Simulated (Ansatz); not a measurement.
Two shapes of singlet C3H4.

Shape 1:

```xyz
7

C     0.0000    0.0000   -0.8550
C     0.0000    0.6483    0.4979
C     0.0000   -0.6483    0.4979
H     0.9187    0.0000   -1.4638
H    -0.9187    0.0000   -1.4638
H     0.0000    1.5897    1.0414
H     0.0000   -1.5897    1.0414
```

Shape 2:

```xyz
7

C     0.0000    0.0000   -0.7866
C     0.0000    0.5965    0.4581
C     0.0000   -0.5965    0.4581
H     0.8452    0.0000   -1.3467
H    -0.8452    0.0000   -1.3467
H     0.0000    1.4625    0.9581
H     0.0000   -1.4625    0.9581
```

Basis set: 6-31G* (spherical functions). Left uncorrelated: 3 orbitals. Charge 0, multiplicity 1.

Computed with Ansatz (development build ahead of 0.2.0); each method stands on the lowest determinant of its kind that the runs found.

(1) Which shape is lower in energy, and by how much in each method?

## Answers

(1)

```csv
method,E(2) − E(1) (eV)
RHF,1.172
RHF-MP2,1.550
```

Shape 1 is lower. Caution: no unrestricted run beside it, a lower state can exist.
